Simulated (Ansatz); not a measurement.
# CH7BO: the cost of one run

All numbers below are computed with Ansatz 0.2.0 (RKS B3LYP/def2-SVP).

## 1. The starting structure

Bond lengths: B1–H3 1.165 Å, B1–H4 1.164 Å, B1–O6 1.748 Å, O6–C7 1.398 Å, C7–H8 1.093 Å, C7–H9 1.097 Å, C7–H10 1.094 Å. Angles: H3–B1–H4 123.7°, H3–B1–O6 111.1°, H4–B1–O6 108.5°, B1–O6–C7 114.6°, O6–C7–H8 107.5°, O6–C7–H9 112.1°, O6–C7–H10 111.0°, H8–C7–H9 108.8°, H8–C7–H10 109.0°, H9–C7–H10 108.5°.

As a file:

```xyz
10

B    -0.2363   -1.3055   -0.0273
H     1.0995   -1.4053   -0.7290
H    -1.0814   -1.0640   -0.7919
H    -0.3323   -2.1090    0.8094
H     1.0169   -0.6176   -0.1425
O     0.4093    0.1576    0.6785
C    -0.1176    1.3402    0.1497
H     0.3860    2.1749    0.6447
H     0.0491    1.4188   -0.9321
H    -1.1930    1.4100    0.3405
```

## 2. A restrained relaxation towards end A

Springs on the bonds that form and break draw the guess towards this end; the thresholds are loose.

Input file input.yaml:

```yaml
crystal:
  periodic: [false, false, false]
  atoms:
    - { symbol: B, position_ang: [-0.2363, -1.3055, -0.0273] }
    - { symbol: H, position_ang: [1.0995, -1.4053, -0.729] }
    - { symbol: H, position_ang: [-1.0814, -1.064, -0.7919] }
    - { symbol: H, position_ang: [-0.3323, -2.109, 0.8094] }
    - { symbol: H, position_ang: [1.0169, -0.6176, -0.1425] }
    - { symbol: O, position_ang: [0.4093, 0.1576, 0.6785] }
    - { symbol: C, position_ang: [-0.1176, 1.3402, 0.1497] }
    - { symbol: H, position_ang: [0.386, 2.1749, 0.6447] }
    - { symbol: H, position_ang: [0.0491, 1.4188, -0.9321] }
    - { symbol: H, position_ang: [-1.193, 1.41, 0.3405] }
basis:
  gaussian: { orbitals: def2-SVP }
hamiltonian:
  xc: b3lyp
relax:
  f_tol: 0.15
  max_steps: 25
  restrain:
    - { distance: [0, 5], at: 2.8, k: 30.0 }
    - { distance: [4, 1], at: 1.92, k: 30.0 }
    - { distance: [0, 1], at: 1.15, k: 30.0 }
    - { distance: [4, 5], at: 0.97, k: 30.0 }
output:
  orbitals: {}
```

Run with:

```
> ansatz run input.yaml --threads 2 --pin off --max-ram 3072MiB --backend cpu --events-out ev --progress --plain --runs-dir out
```

Q: Estimate wall time and peak memory on 2 threads of Intel Xeon Platinum 8375C at 2.90GHz (Ice Lake), shared host.

About 10 s, with a peak of 0.16 GiB.
